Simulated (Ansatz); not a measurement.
Start from `CC1(F)CC1` and change one atom or group to get `C[C@@]1(F)C[C@H]1F`.

Ansatz, PBE0-D4/def2-TZVP geometries, multiplicity 1. 

```csv
property,`CC1(F)CC1`
HOMO–LUMO gap (B3LYP/def2-TZVPP) / eV,8.66
HOMO–LUMO gap (ωB97M-V/def2-TZVPP) / eV,12.96
LUMO energy (ωB97M-V/def2-TZVPP) / eV,2.78
LUMO energy (PBE/def2-TZVPP) / eV,0.52
HOMO–LUMO gap (PBE/def2-TZVPP) / eV,6.96
HOMO energy (PBE/def2-TZVPP) / eV,-6.43
```

(1) Give the same properties after the change, and the shifts. (Estimate.)

## Answers

(1) The calculation gave: 
| property | `C[C@@]1(F)C[C@H]1F` | shift |
| --- | --- | --- |
| HOMO–LUMO gap (B3LYP/def2-TZVPP) / eV | 8.89 | 0.23 |
| HOMO–LUMO gap (ωB97M-V/def2-TZVPP) / eV | 13.28 | 0.32 |
| LUMO energy (ωB97M-V/def2-TZVPP) / eV | 2.96 | 0.18 |
| LUMO energy (PBE/def2-TZVPP) / eV | 0.34 | -0.18 |
| HOMO–LUMO gap (PBE/def2-TZVPP) / eV | 6.83 | -0.13 |
| HOMO energy (PBE/def2-TZVPP) / eV | -6.49 | -0.06 |

Positive LUMOs are unbound, so they and the gaps depend on the basis.

B3LYP here is the variant with VWN-RPA as its local correlation; programs differ in this.
